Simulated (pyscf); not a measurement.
Thermochemistry of product channels of `[CH2]=[CH][CH3]` + `[Cl][Cl]` on the singlet surface, in kcal/mol, from ωB97M-D3(BJ)/def2-TZVP energies (ideal gas, 1 atm, RRHO with modes under 100 cm⁻¹ raised to 100, one conformer, R ln 2 for chiral ones without a mode under 150 cm⁻¹). Optimised with ωB97X-D3(BJ)/def2-SVP in PySCF.

| products | ΔE | ΔH(298 K) | ΔG(600 K) | ΔG(900 K) |
|---|---|---|---|---|
| `[CH3][CH]([Cl])[CH2][Cl]` | -46.5 | -43.9 | -21.4 | -10.4 |
| `[CH3][CH]=[CH][Cl]` + `[ClH]` | -27.4 | -28.7 | -28.3 | -28.3 |

These are energies of the channels, which say nothing of barriers.
